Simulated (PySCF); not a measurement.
**ClFH2O, a complex of two parts: interaction energy**

The task here is to estimate one member of a computed series from the others.

Computed with PySCF 2.14.0; each step states its level. No surroundings beyond the atoms listed, unless a continuum is named. Atoms count from 0, parts from 1.

### Starting point

5 atoms, charge 0, multiplicity 1; geometry: GFN2-xTB. Parts: 1 = atoms 0–1, `FCl`, charge 0; 2 = atoms 2–4, `O`, charge 0.

The first run:

What the job is given:

```
{"job": {"xc": "PBE0", "basis": "def2-TZVPD", "d3": "d3bj", "grid": 3, "kind": "geom", "shake": 0.01}, "charge": 0, "multiplicity": 1, "parts": [{"atoms": "0-1", "charge": 0, "multiplicity": 1}, {"atoms": "2-4", "charge": 0, "multiplicity": 1}]}
Cl     0.854543     0.411583    -0.471380
F     -0.580490    -0.253204     0.226866
O      2.725658     1.251875    -1.499731
H      3.488602     0.636356    -1.301218
H      2.586831     1.230059    -2.450507
```

Started as:

```
$ OMP_NUM_THREADS=1 python cluster_run.py task.json out
```

This one command runs all jobs of the session in turn.

Steps of the session up to this table: Relaxing the molecule at PBE0-D3(BJ)/def2-TZVPD; Coupled-cluster interaction energy: CCSD(T) and MP2, 2.42 Å; Coupled-cluster interaction energy: CCSD(T) and MP2, 2.54 Å; Coupled-cluster interaction energy: CCSD(T) and MP2, 2.66 Å; Coupled-cluster interaction energy: CCSD(T) and MP2, 2.30 Å; Coupled-cluster interaction energy: CCSD(T) and MP2, 3.02 Å; Coupled-cluster interaction energy: CCSD(T) and MP2, 2.17 Å; Coupled-cluster interaction energy: CCSD(T) and MP2, 3.62 Å.

One of the session's tables, all rows but one given; the rest of the session is left out.

It belongs to the step «Coupled-cluster interaction energy: CCSD(T) and MP2, 3.62 Å». 

| method | interaction energy (kcal/mol) |
| --- | --- |
| HF/aug-cc-pVDZ | -1.65 |
| MP2/aug-cc-pVDZ | -1.85 |
| CCSD/aug-cc-pVDZ | -1.77 |
| CCSD(T)/aug-cc-pVDZ | -1.81 |
| HF/aug-cc-pVQZ | -1.61 |
| MP2/aug-cc-pVQZ | -1.90 |
| SCS-MP2/aug-cc-pVQZ | -1.79 |
| MP2, extrapolated | ? |
| CCSD(T), limit estimate | -1.88 |

Estimate the missing values for MP2, extrapolated.

As computed: interaction energy (kcal/mol): -1.92. In the column «interaction energy (kcal/mol)» it is the lowest.
